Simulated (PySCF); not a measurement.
Gas-phase reaction: 3 CF₂ + C₃H₆ (propylene) ⇌ 6 CHF

Method: PySCF energies plus ideal-gas RRHO corrections (1 bar). † marks an energy on the PBE0/def2-TZVP geometry and frequencies; other levels use their own. MP2 and CCSD(T) freeze the core. 6-31G* has spherical d functions here. All species are closed-shell singlets. B3LYP is the form with VWN-RPA correlation. CHF: computed as isolated molecules; such fragments, hydroxides, amides, oligomers or adducts are transient or little studied in the gas. MP2 isn't extrapolated to the basis-set limit; its ΔH°(298 K) is 1548.4 kJ in def2-SVP and 1528.0 kJ in def2-TZVPP. CCSD(T) isn't extrapolated to the basis-set limit; its ΔH°(298 K) is 1451.4 kJ in def2-SVP and 1429.3 kJ in def2-TZVPP. The harmonic model lacks anharmonicity and excited electronic states, which grow with temperature; levels with a mode under 35 cm⁻¹ are left out. Internal rotation in C₃H₆ (propylene) is treated as a harmonic vibration of one conformer, which makes the entropy rough.

| level | ΔE electronic, kJ | ΔH°(298 K), kJ | ΔS°(298 K), J/K | ΔG°(1000 K), kJ |
|---|---|---|---|---|
| B3LYP/def2-TZVP† | 1483 | 1430 | 353 | 1074 |
| BLYP/def2-TZVP† | 1454 | 1401 | 353 | 1046 |
| CCSD(T)/def2-TZVPP† | 1482 | 1429 | 353 | 1074 |
| HF/6-31G* | 1385 | 1330 | 354 | 970 |
| HF/def2-TZVP† | 1349 | 1296 | 353 | 940 |
| M06-2X/def2-TZVP† | 1514 | 1461 | 353 | 1105 |
| MP2/def2-SVP† | 1602 | 1548 | 353 | 1193 |
| PBE0/def2-SVP† | 1601 | 1548 | 353 | 1192 |
| LDA/def2-TZVP† | 1726 | 1673 | 353 | 1317 |
| ωB97M-V/def2-TZVP† | 1502 | 1449 | 353 | 1093 |
ΔH° is lowest at HF/def2-TZVP† and highest at LDA/def2-TZVP†. No reference value is set beside these.
